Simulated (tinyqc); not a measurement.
Hueckel theory of the pi electrons, for the molecule C=N[CH2+] (SMILES; centres numbered as the heavy atoms are written), step by step. Computed by tinyqc, a small Python program that keeps every step. Settings: charge = 1. Command: `OMP_NUM_THREADS=1 python tinyqc.py 24950 24951 out.jsonl` (the two numbers bound the seeds that draw the settings). One thread of a shared host (Intel(R) Xeon(R) Processor @ 2.60GHz), about 0.01 s of CPU time with the checks.

## The Hueckel matrix

Centres:
```
centre  z_r, pi electrons of the neutral centre       h
1C                                            1  0.0000
2N                                            1  0.5000
3C                                            1  0.0000
```

Bonds:
```
i  j       k
1  2       1
2  3  1.0000
```

H_rr = alpha + h_r beta, H_rs = k_rs beta for bonded centres.

Hueckel matrix in units of beta (H = alpha + beta A), order 1C, 2N, 3C:
```
[[0.0000, 1.0000, 0.0000],
 [1.0000, 0.5000, 1.0000],
 [0.0000, 1.0000, 0.0000]]
```

## Orbitals

pi electrons, sum of z_r less the charge = 2

Diagonalise; E = alpha + x beta with beta < 0, so the largest x are filled first; degenerate levels share their electrons. P = sum n_i c_ri c_si; each orbital has its largest coefficient positive (the first on a tie).

x values: [1.6861, 0.0000, -1.1861]

occupations: [2.0000, 0.0000, 0.0000]

coefficients, order 1C, 2N, 3C:
```
[[0.4544, 0.7071, -0.5418],
 [0.7662, 0.0000, 0.6426],
 [0.4544, -0.7071, -0.5418]]
```

charge and bond-order matrix P, order 1C, 2N, 3C:
```
[[0.4130, 0.6963, 0.4130],
 [0.6963, 1.1741, 0.6963],
 [0.4130, 0.6963, 0.4130]]
```

## Energy, charges, bond orders

E = sum n x; q_r = z_r - P_rr; bond order p = P_rs; free valence = sqrt(3) - sum of p over the bonds of the atom.

pi energy = 2 alpha + this times beta = 3.3723

pi charges: [0.5870, -0.1741, 0.5870]

Bond orders and lengths from R = 1.517 - 0.180 p (angstrom, C-C alone):
```
bond       p  R
1-2   0.6963  -
2-3   0.6963  -
```

free valence of the carbons: [1.0357, 1.0357]

gap between the highest filled and the next level = 1.6861 |beta|
